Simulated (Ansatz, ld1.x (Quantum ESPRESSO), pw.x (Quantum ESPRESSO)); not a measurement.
## Ag (Z = 47): one change to the RRKJ potential, in the atom and in the fcc crystal

```
Element                 : Ag (Z = 47)
Generator               : ld1.x (Quantum ESPRESSO) 7.5
Type                    : norm-conserving RRKJ (Kleinman–Bylander form)
Functional              : PBEsol
Relativity              : scalar-relativistic
Frozen core             : [Kr]
Valence charge          : 11
Reference configuration : 4d10 5s0.75 5p0.25
Partial waves           : 5p (bound): rc 3.10 bohr; 4d (bound): rc 1.60 bohr; 5s (bound): rc 2.50 bohr
Local potential         : the s channel
Core correction         : none
rho0                    : 0.005
```

Change: all radii scaled by about 1.10 (s 2.76, p 3.42, d 1.76 bohr).

Cutoffs, loose and tight: the cutoffs (Ry, on a coarse ladder) from which the occupation-weighted sum of valence levels, in a spherical-Bessel basis at the reference potential, stays within 10 and 1 mRy of its value at 400 Ry. They do not see the model core or the augmentation charge, which bear on the density cutoff. Test errors are all-electron minus pseudo excitation energies from the reference, over the configurations 4d10 5s1 5p0; 4d10 5s0 5p0; 4d9 5s0 5p0; 4d10 5s0.5 5p0; 4d9 5s1 5p0; 4d10 5s0 5p1; 4d8 5s0 5p0; variants that change the core or the reference have their own tests.

Crystal test: fcc Ag in pw.x 7.5, no spin, 14³ k-points, Fermi–Dirac smearing 0.01 Ry, cutoffs set for each file from its atomic test. The reference is all-electron LAPW (Ansatz 0.2.0) with the same functional, mesh and smearing; V0 and B0 come from Birch–Murnaghan fits to the pressures at five volumes. Errors are pseudo minus all-electron; Δ is the rms difference of the E(V) curves that follow from these fits, minima aligned, over ±6 % about the mean V0. Mesh and smearing are coarse, so the numbers serve the comparison and aren't converged zero-temperature values; the lattice is a test structure that the element need not adopt.

All-electron: a0 = 4.054 Å (V0 = 16.66 Å³/atom), B0 = 118.5 GPa.

Question: Does the change bring the crystal closer to the all-electron result?

Answer: The mean pressure error goes from +5.34 to +3.24 GPa, so the change moves the solid closer to the all-electron pressures.

| quantity | base | changed |
| --- | --- | --- |
| outcome (atom) | generated | generated |
| cutoff, loose (atom) | 60 Ry | 50 Ry |
| cutoff, tight (atom) | 70 Ry | 60 Ry |
| bound ghosts (atom) | none | none |
| largest test error (meV) (atom) | -534 | -99 over the solved tests; 1 of 7 tests not solved or not reliable |
| cutoffs in pw.x (Ry) | 85/340 | 75/300 |
| a0 (Å) | 4.113 | 4.090 |
| a0 error (%) | +1.44 | +0.89 |
| B0 error (%) | -6.7 | -4.0 |
| Δ (meV/atom) | 18.3 | 11.4 |
| mean pressure error (GPa) | +5.34 | +3.24 |

Base: The largest radius (3.10 bohr) exceeds half the bond length (2.71 bohr), so the spheres overlap, which is one possible source of error among others. This is a poor potential for the solid. Changed file: The largest radius (3.42 bohr) exceeds half the bond length (2.71 bohr), so the spheres overlap, which is one possible source of error among others. This is a poor potential for the solid. Atomic configuration tests: 1 of 7 tests not solved or not reliable.
